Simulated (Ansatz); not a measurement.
**Interaction energy ladder**

The pair of NH4⁺ (SMILES [NH4+], atoms 1–5) and PH3 (SMILES P, atoms 6–9), both closed shells, in one local arrangement (a lower one may exist), relaxed at PBE0-D4/def2-TZVP:

```xyz
9
angstrom
N 0.0584 -0.2456 -1.6738
H 0.0222 -0.0899 -0.6150
H -0.8635 -0.5232 -2.0128
H 0.7317 -0.9813 -1.8911
H 0.3418 0.6173 -2.1395
P -0.0543 0.2305 1.5697
H 1.1221 0.0812 2.3336
H -0.9029 -0.5753 2.3574
H -0.4556 1.4863 2.0714
```

Ansatz 0.2.0; basis: def2-TZVPPD, with def2-QZVPPD for the basis limit; cores frozen in the correlated methods. B3LYP uses VWN-RPA correlation. Extrapolation: Hartree–Fock as exp(−7.88 √X), correlation as X^−2.97. Interaction energies count from these two fragments, frozen as in the pair, with the counterpoise correction; negative means bound.

What is the interaction energy by CCSD(T) at an estimated basis limit (MP2 extrapolated from triple and quadruple zeta, plus CCSD(T) − MP2 in triple zeta)? (An estimate is asked for; the value comes from the calculation.)

By the calculation: -66.2 kJ/mol. Hartree–Fock alone gives -53.2 kJ/mol at the basis limit. It counts from the two fragments frozen as in the pair.

The same quantity by other methods in triple zeta, and each one's difference from that estimate:
```csv
method,E_int (kJ/mol),difference
PBE-D4,-78.4,-12.2
revPBE-D4,-74.5,-8.3
BLYP-D4,-72.6,-6.5
r2SCAN-D4,-73.5,-7.3
B97M-V,-66.8,-0.6
PBE0-D4,-75.8,-9.6
B3LYP-D4,-72.0,-5.8
HSE06-D4,-75.9,-9.7
wB97X-V,-70.0,-3.8
wB97M-V,-65.9,0.2
B2PLYP,-66.7,-0.6
HF,-53.1,13.0
MP2,-65.8,0.4
CCSD,-61.4,4.8
CCSD(T),-63.5,2.7
```
Differences are method less estimate.

Which atoms make the shortest contact between the fragments?

H2 and P6, 2.21 Å apart.

Energy to bend the free fragments (PBE0-D4 minima) into their shapes in the pair, CCSD(T)/def2-TZVPPD: NH4⁺ 4.4 kJ/mol; PH3 3.3 kJ/mol. This must be added to the interaction energy to get the binding energy from relaxed fragments.

Basis-set superposition shift (counterpoise-corrected less uncorrected): CCSD(T) 1.9; MP2 2.1; HF 0.2; PBE0-D4 0.3; wB97M-V 0.4 kJ/mol.

No T1 diagnostic of these runs exceeds 0.014.

For scale, one of the runs: CCSD(T)/def2-TZVPPD, 204 basis functions, launched by `ansatz run in.yaml --threads 2 --pin off --events-out ev --progress --plain --max-ram 5222MiB`. Hardware: 2 CPU threads of an Arm Neoverse V2, shared host. Wall time 27 s; peak host memory 2.5 GiB.
